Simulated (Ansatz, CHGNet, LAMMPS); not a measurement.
Rock-salt BaO, equilibrium lattice constant a

Reference value: 5.54 Å (measured, 300 K, no zero-point or thermal correction; as tabulated in Santana et al. (2016), arXiv:1608.06321).

```
level (code)                                value (Å)  difference (%)
------------------------------------------  ---------  --------------
ionic model bush1994 (shell model, LAMMPS)      5.495           -0.81
CHGNet 0.3.0                                    5.622           +1.48
LDA (Ansatz)                                    5.434           -1.91
PBE (Ansatz)                                    5.574           +0.61
RPBE (Ansatz)                                   5.641           +1.82
PBE-D3(BJ) (Ansatz)                             5.529           -0.20
B3LYP (VWN-RPA form) (Ansatz)                   5.600           +1.08
PBE0 (Ansatz)                                   5.531           -0.16
Hartree–Fock (Ansatz)                           5.636           +1.73
```

The reference is not for a static lattice or low temperature, so close values are not ranked against it. Off by more than 1.25 %, or 1.75 % on the side where a correction would as a rule narrow the miss (bounds picked here): LDA (-1.91 %), RPBE (+1.82 %), Hartree–Fock (+1.73 %), CHGNet 0.3.0 (+1.48 %).

The measured value isn't corrected to a static lattice, so vibrations enter the comparison. A static lattice is as a rule a little smaller than the measured one.  Cutoffs and k meshes differ between the levels. Ansatz's density-functional and Hartree–Fock values are scalar-relativistic unless marked +SOC, with PAW data made under PBE.

Empirical potentials (ionic model bush1994) are fitted to chosen data: where that held the value shown, agreement is built in, and what lay outside the fit can be far off. Machine-learned potentials (CHGNet 0.3.0) are trained on DFT data: a solid inside that data is no test of them.

Differences are worked out from the printed values.

Ansatz is a program for electronic structure.
